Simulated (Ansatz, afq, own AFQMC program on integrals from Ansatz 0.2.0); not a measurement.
# Where AFQMC and coupled cluster stand for AlNH, doublet

```xyz
3

Al    0.0000    0.0000    0.0508
N     0.0000    0.0000   -1.6818
H     0.0000    0.0000    1.6309
```

Connectivity, by distances: AlH–N.

Basis 6-31G. Only valence electrons are correlated. Integrals, coupled cluster, full CI and functionals: Ansatz 0.2.0; the random walks run on the same integrals in our own AFQMC program. ph-AFQMC/CISD is guided by a CISD state made of CCSD amplitudes; releasing the constraint for a short imaginary time cuts its bias at the price of noise, slowly where states lie close. Uncertainties: one standard error, sampling alone.

Determinant: UHF, the one that the program's search chose, which needn't be the lowest solution. The geometry is a point of a scan.

Full CI on the same integrals is exact in this basis and with this determinant's frozen core.

Cautions: strong correlation (T1 0.102, weight of the determinant 0.72, largest double 0.15); unrestricted determinant spin contaminated (⟨S²⟩ 1.34 against 0.75); the released energies are still falling, so no released level is given (meV from the phaseless value at times in 1/Eh: -11 ± 4 at 0.24, -14 ± 3 at 0.51, -22 ± 3 at 0.99, -28 ± 4 at 1.62, -31 ± 4 at 2.40), though the last usable value meets full CI within the noise.

The T1 diagnostic is 0.1017 and the weight of the determinant in the CISD state is 0.722. The ⟨S²⟩ of the determinant is 1.337. The size of the correlated space is 9 electrons in 18 orbitals.

Reference: full CI, correlation energy -4.108 eV. The cautions show a poor starting determinant, so the rows tell how each method copes with it here, and full CI is the sure value.

```tsv
level	E − E(reference) (kcal/mol)	share of correlation (%)
HF	94.74	0.00
MP2	31.32	66.94
CCSD	5.38	94.32
CCSD(T)	2.26	97.61
CCSDT	0.40	99.58
CCSDT(Q)	-0.41	100.43
CCSDTQ	-0.01	100.01
ph-AFQMC/HF	0.90 ± 0.56	99.05
ph-AFQMC/CISD	0.77 ± 0.10	99.18
```

CCSDT and higher add their correlation energy to the determinant of the CCSD(T) run, since their own runs factorise the integrals more tightly (a shift of under 2 meV). A walk keeps the symmetry of its determinant, which the program's search chose and which needn't be the lowest solution, so a lower state of the same spin and another symmetry isn't excluded.
